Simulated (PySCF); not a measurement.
## Assigning NMR signals

Geometry (Å), atoms numbered from 1 in this order:
```xyz
9

C    -1.096   -0.012    0.083
C     0.276    0.458   -0.351
N     1.288   -0.312    0.122
O     0.475    1.424   -1.049
H    -1.187    0.070    1.164
H    -1.246   -1.051   -0.204
H    -1.854    0.606   -0.388
H     2.235   -0.068   -0.111
H     1.124   -1.109    0.710
```

Method: structure optimised with GFN2-xTB, NMR shieldings at PBE0/pcSseg-1/GIAO, in PySCF (in vacuum, relativity neglected, equivalent nuclei averaged, single conformer).

References, each an isolated molecule treated in the same way: ¹³C and ¹H vs TMS.

Q: Assign these signals to the numbered atoms. ¹³C{¹H} NMR (computed): δ 169.1 (C), 23.1 (CH3).

A: 
| δ (ppm) | atoms | environment | reason |
| --- | --- | --- | --- |
| 169.1 | C2 | amide carbonyl carbon | it is a carbonyl in resonance with an O or N lone pair, the region of acids, esters and amides |
| 23.1 | C1 | methyl carbon α to a carbonyl | the adjacent C=O deshields it moderately |

Q: Assign these signals to the numbered atoms. ¹H NMR (400 MHz, computed): δ 4.63 (br, 1H), 4.41 (br, 1H), 1.87 (s, 3H).

A: 
4.63 → H9, hydrogen on an amide-type nitrogen: exchangeable, gas-phase position
4.41 → H8, hydrogen on an amide-type nitrogen
1.87 → H5/H6/H7, hydrogen on a methyl carbon α to a carbonyl: α to C=O

OH/NH shifts are gas-phase values; hydrogen bonding in solution moves them, usually downfield. The two substituents on the amide-type nitrogen aren't averaged: C–N rotation is slow on the NMR time scale. Shifts are as computed. Against solution values, carbons near 30 ppm lie about +3 ppm off and those near 130 ppm about +5 ppm. Of 246 compounds with measured shifts, 49 miss one by over three times the rms of a fit or turn the order of signals round; such compounds aren't used in these exercises. Hydrogen bonding in solution deshields acid and N–H amide carbonyl carbons by as much as 10 ppm beyond these values.
